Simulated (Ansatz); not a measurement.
Geometry optimisation, RKS B3LYP/def2-SVP in Ansatz.

Input:

```yaml
crystal:
  periodic: [false, false, false]
  atoms:
    - { symbol: B, position_ang: [0.024356, 0.280758, -0.029514] }
    - { symbol: H, position_ang: [-0.170079, 0.280831, 1.153633] }
    - { symbol: H, position_ang: [1.108266, 0.434294, -0.532845] }
    - { symbol: F, position_ang: [-1.03227, 0.179397, -0.819232] }
    - { symbol: S, position_ang: [0.332378, -2.679125, 0.799576] }
    - { symbol: H, position_ang: [-0.951671, -2.793382, 0.382034] }
    - { symbol: H, position_ang: [0.040419, -1.539973, 1.524649] }
basis:
  gaussian: { orbitals: def2-SVP }
hamiltonian:
  xc: b3lyp
relax:
  f_tol: 0.03
  max_steps: 50
```

Launched with:

```bash
$ ansatz run input.yaml --threads 1 --pin off --max-ram 2048MiB --backend cpu --events-out ev --progress --plain --runs-dir out
```

Task: Where does it end, and by what steps?

Result: The run converged. The force dipped under the threshold on the way, but the program's further checks kept it going. After 20 steps the energy has fallen by 0.160 eV; H7 moved furthest, 0.81 Å.

```json
{"step": "0", "energy less start (eV)": "0.0000", "largest force component (eV/Å)": "0.745", "accepted": "yes"}
{"step": "1", "energy less start (eV)": "-0.0488", "largest force component (eV/Å)": "0.491", "accepted": "yes"}
{"step": "2", "energy less start (eV)": "-0.0341", "largest force component (eV/Å)": "0.886", "accepted": "no"}
{"step": "3", "energy less start (eV)": "-0.0652", "largest force component (eV/Å)": "0.316", "accepted": "yes"}
{"step": "4", "energy less start (eV)": "-0.0833", "largest force component (eV/Å)": "0.142", "accepted": "yes"}
{"step": "5", "energy less start (eV)": "-0.1033", "largest force component (eV/Å)": "0.296", "accepted": "yes"}
{"step": "6", "energy less start (eV)": "-0.1063", "largest force component (eV/Å)": "0.871", "accepted": "yes"}
{"step": "7", "energy less start (eV)": "-0.1323", "largest force component (eV/Å)": "0.238", "accepted": "yes"}
{"step": "8", "energy less start (eV)": "-0.1444", "largest force component (eV/Å)": "0.227", "accepted": "yes"}
{"step": "9", "energy less start (eV)": "-0.1451", "largest force component (eV/Å)": "0.301", "accepted": "yes"}
{"step": "10", "energy less start (eV)": "-0.1226", "largest force component (eV/Å)": "0.584", "accepted": "no"}
{"step": "11", "energy less start (eV)": "-0.1521", "largest force component (eV/Å)": "0.081", "accepted": "yes"}
{"step": "12", "energy less start (eV)": "-0.1527", "largest force component (eV/Å)": "0.040", "accepted": "yes"}
{"step": "13", "energy less start (eV)": "-0.1533", "largest force component (eV/Å)": "0.029", "accepted": "yes"}
{"step": "14", "energy less start (eV)": "-0.1540", "largest force component (eV/Å)": "0.038", "accepted": "yes"}
{"step": "15", "energy less start (eV)": "-0.1442", "largest force component (eV/Å)": "0.589", "accepted": "no"}
{"step": "16", "energy less start (eV)": "-0.1554", "largest force component (eV/Å)": "0.073", "accepted": "yes"}
{"step": "17", "energy less start (eV)": "-0.1555", "largest force component (eV/Å)": "0.254", "accepted": "yes"}
{"step": "18", "energy less start (eV)": "-0.1540", "largest force component (eV/Å)": "0.244", "accepted": "no"}
{"step": "19", "energy less start (eV)": "-0.1582", "largest force component (eV/Å)": "0.056", "accepted": "yes"}
{"step": "20", "energy less start (eV)": "-0.1604", "largest force component (eV/Å)": "0.014", "accepted": "yes"}
```

```xyz
7
Properties=species:S:1:pos:R:3
B 0.024 0.284 -0.058
H 0.009 0.688 1.080
H 1.017 0.258 -0.743
F -1.153 0.094 -0.660
S 0.415 -2.302 0.792
H -0.687 -2.708 0.120
H -0.273 -2.152 1.947
```

Whether the end is a true minimum wasn't checked by a vibrational analysis.

Time of the run: 47 s on 1 thread of Intel(R) Xeon(R) Platinum 8259CL CPU @ 2.50GHz (Skylake/Cascade Lake) (shared host), peak memory 0.15 GiB.
